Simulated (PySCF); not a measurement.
Coordinates in bohr (charge 1 multiplicity 1):
```
F     0.0000    0.0000    0.0000
Na    0.0000    0.0000    3.8016
Na    0.0000    0.0000   -3.8016
```

Level of theory: PySCF, PBE0, basis F def2-TZVP, Na def2-TZVP (no relativity, density fitting).

This geometry of [Na2F]+ is a stationary point at this level.

(1) What is the point group?

(2) Is it a minimum?

(3) What are the dipole moment and the gap between the highest occupied and lowest empty levels?

(4) Give the ideal-gas entropy at 298.15 K and 1 bar by parts.

## Answers

(1) D∞h.

(2) Yes: all harmonic wavenumbers are real.

(3) 0.00 D about the centre of mass and 8.18 eV.

(4) translation 160.9, rotation 66.9, vibration 34.8, spin 0.0; total 262.6 J/(mol K).

This need not be the most stable arrangement of these atoms.
